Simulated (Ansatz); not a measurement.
## Forces on a displaced structure

CH₃OS (SMILES CS[O-]) (charge -1), singlet, displaced at random from a GFN2-xTB minimum.

```
6
angstrom
C -0.2713 0.3561 -0.2713
S 0.0044 -1.2918 0.4023
O 1.3634 -1.1785 1.1631
H -0.3866 1.0957 0.5523
H 0.5140 0.6412 -0.9843
H -1.2222 0.2651 -0.8213
```

Ansatz 0.2.0; basis: def2-TZVPPD; cores frozen in the correlated methods.

CCSD(T) forces from the calculation:
```
atom      Fx      Fy  Fz (eV/Å)
  C1  -0.523   0.226      0.041
  S2  -0.404  -0.395     -0.189
  O3   0.643   0.014      0.388
  H4   0.210  -0.188     -0.525
  H5   0.026   0.131      0.234
  H6   0.048   0.212      0.051
```

(1) Which atom feels the largest CCSD(T) force, and how large is it?

No T1 diagnostic of these runs exceeds 0.018. These are differences at one structure, and CCSD(T) in triple zeta is itself an approximation.

## Answers

(1) O3, 0.75 eV/Å, along (0.86, 0.02, 0.52).

Root-mean-square difference of the force components from those of CCSD(T): PBE0-D4 0.225; wB97M-V 0.157; r2SCAN-D4 0.125; PBE-D4 0.115; BLYP-D4 0.186; r2SCAN0-D4 0.306 eV/Å.

For scale, one of the runs: CCSD(T)/def2-TZVPPD forces, 179 basis functions (an equivalent command: `ansatz run in.yaml --threads 4`). Time: 120 s of wall clock on 4 CPU threads; the host was shared. Peak host memory: 3.3 GiB.
